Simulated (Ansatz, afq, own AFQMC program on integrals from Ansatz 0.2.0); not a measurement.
Two steps: Ansatz 0.2.0 writes the Fock matrix and Cholesky factors of the valence space, and afq projects on them the lowest state that overlaps trial and start.

```yaml
crystal:
  periodic: [false, false, false]
  atoms:
    - {symbol: Ge, position_ang: [0.000000, -0.029158, 0.300919]}
    - {symbol: N, position_ang: [0.000000, 0.038514, -1.592101]}
    - {symbol: H, position_ang: [0.000000, 1.566135, 0.437823]}
basis:
  gaussian: {orbitals: cc-pVTZ}
magnetization: {spin_polarized: true, initial_magnetization: 2}
correlation: {method: ccsd_t, electrons: outside_noble_gas, hamiltonian_folder: ham}
```

```sh
$ ansatz run in.yaml --threads 1 --pin off --events-out ev --progress --plain --max-ram 16896MiB --backend cuda --devices 0, --max-vram 18GiB
```

afq runs on the folder ham with

```
--method free --trial cisd --walkers 1200 --time-step 0.03 --max-blocks 4000 --target-error 0.00038 --factor-cut 1e-05 --seed 8559 --times 0,0.21,0.42,0.81,1.2,1.8,2.4,3 --taylor-order 8
```

Times are imaginary, in 1/Eh. The walk had a cap of 115 s. Filled inner d shells are frozen with the cores.

```
orbitals 72  electrons 6 4  factors 491 of 538
reference energy -2130.35372976 Eh
CCSD correlation -0.25448245 Eh in 17 cycles, weight of the determinant in the CISD state 0.8648
repeat  energy at the last time / Eh  error
    10  -2130.619074  0.000342
    20  -2130.618705  0.000235
    30  -2130.619025  0.000231
time / (1/Eh)  energy / Eh  error  mean overlap
  0.00  -2130.608170  0.000094  1.1560
  0.21  -2130.613778  0.000108  1.1539
  0.42  -2130.615855  0.000103  1.1549
  0.81  -2130.617730  0.000117  1.1556
  1.20  -2130.618782  0.000134  1.1519
  1.80  -2130.618975  0.000210  1.1510
  2.40  -2130.619545  0.000184  1.1484
  3.00  -2130.619073  0.000229  1.1594
energy -2130.619073 +/- 0.000229 Eh
```

Problem. Estimate how long the walk took on 1 × NVIDIA H100 80GB HBM3 with 2 threads of AMD EPYC 7R13 Processor (Zen 3) (shared host) (the card was shared).

Solution. 68 s of wall time.

The run passed its tests (error under three times the target), which doesn't prove that it has relaxed.

Against this walk (error 6.2 meV) on the same determinant: CCSD(T) 37.7 meV higher, CCSDT(Q) 23.8 meV lower. The error is statistical, and a free projection of finite length keeps a remainder of its start. The last points scatter (meV from the last: 37 ± 3 at 0.81, 8 ± 4 at 1.20, 3 ± 6 at 1.80, -13 ± 5 at 2.40, 0 ± 6 at 3.00); the last is the one printed as the energy, and the gaps above move with that scatter.

Cautions: remainder of the start not in the error; no relativity below Rb; no spin-orbit coupling; inner d shell frozen; lower spins were not checked; an unrestricted solution with more broken spin lies lower (32 meV, ⟨S²⟩ 2.24).

CCSDT and higher add their correlation energy to the determinant of the CCSD(T) run, since their own runs factorise the integrals more tightly (a shift of under 2 meV). A walk keeps the symmetry of its determinant, which the program's search chose and which needn't be the lowest solution, so a lower state of the same spin and another symmetry isn't excluded.
